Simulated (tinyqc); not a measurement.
Geometry optimisation on the RHF/sto-3g surface (energies and gradients from PySCF), for NH3, spin multiplicity 1, step by step. Computed by tinyqc, a small Python program that keeps every step (integrals from PySCF). Settings: charge = 0, multiplicity = 1, basis = sto-3g, optimiser = bfgs, first Hessian = 0.6, largest step = 0.1, iteration cap = 30. Command: `OMP_NUM_THREADS=1 python tinyqc.py 30202 30203 out.jsonl` (the two numbers bound the seeds that draw the settings). One thread of a shared host (Intel(R) Xeon(R) Processor @ 2.60GHz), about 0.9 s of CPU time with the checks.

## Step 1: energy and gradient

positions at the start (bohr):
```
            x          y          z
1N   0.047243  -0.032125   0.712427
2H   1.568473  -0.011338  -0.003779
3H  -0.808803   1.449420   0.013228
4H  -0.863605  -1.434302   0.024566
```

Self-consistent energy and analytic gradient at these positions.

energy = -55.42007767 hartree

gradient (hartree/bohr):
```
              x            y            z
1N   0.13336744  -0.02882058  -0.13279301
2H  -0.20631660   0.00395127   0.08940715
3H   0.03021522  -0.05114131   0.01373901
4H   0.04273394   0.07601061   0.02964685
```

## Step 1: move

Quasi-Newton step p = -H^(-1) g (first H = 0.6 times the unit matrix); steps longer than 0.1 bohr are cut back (factor 0.191 here).

positions after step 1 (bohr):
```
            x          y          z
1N   0.004862  -0.022967   0.754625
2H   1.634035  -0.012594  -0.032191
3H  -0.818404   1.465671   0.008862
4H  -0.877185  -1.458457   0.015145
```

## Step 2: energy and gradient

As before.

energy = -55.44258916 hartree

gradient (hartree/bohr):
```
              x            y            z
1N   0.02581011  -0.01411932  -0.07558131
2H  -0.09041542   0.00441916   0.03539947
3H   0.03062546  -0.04710697   0.01605924
4H   0.03397986   0.05680713   0.02412261
```

## Step 2: move

inverse Hessian in use (bohr^2/hartree):
```
            1          2          3          4          5          6          7          8
1    1.208466   0.063371   0.248062   0.498135   0.001676  -0.231649  -0.000406   0.020421
2    0.063371   1.660675  -0.018113  -0.052503  -0.001418   0.026163  -0.007988   0.009256
3    0.248062  -0.018113   1.626942  -0.173962  -0.007836   0.091101  -0.046757   0.059490
4    0.498135  -0.052503  -0.173962   1.221998  -0.008834   0.217112  -0.047105   0.049201
5    0.001676  -0.001418  -0.007836  -0.008834   1.667168   0.003361   0.003443  -0.005243
6   -0.231649   0.026163   0.091101   0.217112   0.003361   1.562001   0.016837  -0.015269
7   -0.000406  -0.007988  -0.046757  -0.047105   0.003443   0.016837   1.690001  -0.035024
8    0.020421   0.009256   0.059490   0.049201  -0.005243  -0.015269  -0.035024   1.718380
9    0.008719  -0.005556  -0.030126  -0.035193   0.001829   0.013625   0.012627  -0.019340
10  -0.039528  -0.002880  -0.027343  -0.006362   0.003716  -0.002300   0.024177  -0.034598
11  -0.085468  -0.001846  -0.033541   0.012136   0.006160  -0.014254   0.039569  -0.055726
12  -0.025132  -0.002493  -0.021250  -0.007957   0.002646  -0.000060   0.017292  -0.024881

            9         10         11         12
1    0.008719  -0.039528  -0.085468  -0.025132
2   -0.005556  -0.002880  -0.001846  -0.002493
3   -0.030126  -0.027343  -0.033541  -0.021250
4   -0.035193  -0.006362   0.012136  -0.007957
5    0.001829   0.003716   0.006160   0.002646
6    0.013625  -0.002300  -0.014254  -0.000060
7    0.012627   0.024177   0.039569   0.017292
8   -0.019340  -0.034598  -0.055726  -0.024881
9    1.673326   0.013846   0.023067   0.009842
10   0.013846   1.688379   0.033762   0.015797
11   0.023067   0.033762   1.718080   0.024728
12   0.009842   0.015797   0.024728   1.678135
```

Quasi-Newton step p = -H^(-1) g (the inverse Hessian comes from BFGS updates; coordinates in the order x, y, z of each atom); steps longer than 0.1 bohr are cut back (factor 0.437 here).

positions after step 2 (bohr):
```
            x          y          z
1N   0.026401  -0.016063   0.800676
2H   1.669031  -0.016901  -0.042239
3H  -0.847052   1.507761  -0.007051
4H  -0.905071  -1.503143  -0.004944
```

## Step 3: energy and gradient

As before.

energy = -55.45127266 hartree

gradient (hartree/bohr):
```
              x            y            z
1N   0.05399539  -0.00439142  -0.02731999
2H  -0.06606386   0.00326260   0.02776844
3H   0.00717003  -0.01052989  -0.00142181
4H   0.00489843   0.01165871   0.00097336
```

## Step 3: move

inverse Hessian in use (bohr^2/hartree):
```
            1          2          3          4          5          6          7          8
1    1.048581   0.023222   0.030967   0.399335   0.011063  -0.206665   0.120144  -0.163304
2    0.023222   1.651363  -0.063972  -0.066142  -0.000628   0.028994   0.015892  -0.027948
3    0.030967  -0.063972   1.429488  -0.182525  -0.012707   0.086326   0.045071  -0.089558
4    0.399335  -0.066142  -0.182525   1.323013  -0.025769   0.182612  -0.065341   0.065254
5    0.011063  -0.000628  -0.012707  -0.025769   1.669806   0.008899   0.009373  -0.012634
6   -0.206665   0.028994   0.086326   0.182612   0.008899   1.573485   0.026573  -0.026490
7    0.120144   0.015892   0.045071  -0.065341   0.009373   0.026573   1.652165   0.029357
8   -0.163304  -0.027948  -0.089558   0.065254  -0.012634  -0.026490   0.029357   1.610872
9    0.092890   0.013223   0.057669  -0.017368   0.001683   0.011007  -0.031275   0.050046
10   0.098607   0.027028   0.106487   0.009660   0.005332  -0.002520  -0.040301   0.068693
11   0.129019   0.043879   0.166236   0.026656   0.010122  -0.011404  -0.054623   0.096376
12   0.082809   0.021754   0.093183   0.017281   0.002124  -0.004151  -0.040370   0.066002

            9         10         11         12
1    0.092890   0.098607   0.129019   0.082809
2    0.013223   0.027028   0.043879   0.021754
3    0.057669   0.106487   0.166236   0.093183
4   -0.017368   0.009660   0.026656   0.017281
5    0.001683   0.005332   0.010122   0.002124
6    0.011007  -0.002520  -0.011404  -0.004151
7   -0.031275  -0.040301  -0.054623  -0.040370
8    0.050046   0.068693   0.096376   0.066002
9    1.636227  -0.044247  -0.064952  -0.038236
10  -0.044247   1.598701  -0.101053  -0.059720
11  -0.064952  -0.101053   1.516290  -0.089880
12  -0.038236  -0.059720  -0.089880   1.615871
```

Quasi-Newton step p = -H^(-1) g (the inverse Hessian comes from BFGS updates; coordinates in the order x, y, z of each atom); steps longer than 0.1 bohr are cut back.

positions after step 3 (bohr):
```
            x          y          z
1N  -0.001702  -0.018040   0.819628
2H   1.725364  -0.025590  -0.060557
3H  -0.868031   1.534396  -0.007803
4H  -0.912322  -1.519112  -0.004826
```

## Convergence

Stop when the largest gradient component is below 3e-5 hartree/bohr. The inverse Hessian follows the BFGS update with s = step, y = change of gradient.

Course of the optimisation:
```
step   E (hartree)  largest gradient (hartree/bohr)
1     -55.42007767                         2.06e-01
2     -55.44258916                         9.04e-02
3     -55.45127266                         6.61e-02
4     -55.45501325                         1.17e-02
5     -55.45517546                         1.49e-02
6     -55.45537194                         4.13e-03
7     -55.45540962                         1.93e-03
8     -55.45541948                         4.96e-04
9     -55.45541975                         8.13e-05
10    -55.45541977                         3.46e-05
11    -55.45541978                         2.77e-05
```

Final distances (angstrom):
```
pair   distance
2H-1N  1.032521
3H-1N  1.032504
3H-2H  1.629106
4H-1N  1.032531
4H-2H  1.629098
4H-3H  1.629055
```

Converged in 11 steps.
